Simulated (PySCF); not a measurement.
## PH⁺: from constants to spectrum

UHF-CCSD(T) constants of PH⁺, ²Π (doublet), unpaired electrons π ↑ (PySCF, no relativity, basis sets P pcseg-1, H pcseg-1; masses 30.9738 and 1.0078 u):

| Property | Result |
| --- | --- |
| ωe | 2452.3 cm⁻¹ |
| ωexe | 45.1 cm⁻¹ |
| Be | 8.4647 cm⁻¹ |
| αe | 0.235 cm⁻¹ |
| De to P⁺ + H | 3.13 eV |

(1) What force constant and bond length do these constants imply?

(2) Estimate the centrifugal constant D from the Kratzer relation and find the Dunham coefficient a1.

Correlated steps freeze 5 core orbitals. Correlated levels converge slowly with the basis: in double zeta they bind strong bonds too weakly, by up to about 1 eV, and carry superposition errors of some tenths. For an ion De counts to the pair picked by the measured ionisation energies or electron affinities, which need not be the lowest pair at this level. The state was picked by a PBE0 search and need not be the measured ground state.

Answers

(1) Reduced mass μred = 0.97607 u; k = 5.8918×10⁻⁷·μred·ωe² (u, cm⁻¹, mdyn/Å) = 3.46 mdyn/Å; Re = √(16.8576/(μred·Be)) (u, cm⁻¹, Å) = 1.428 Å.

(2) D = 4Be³/ωe² = 0.000403 cm⁻¹; a1 = −1 − αeωe/(6Be²) = -2.34.
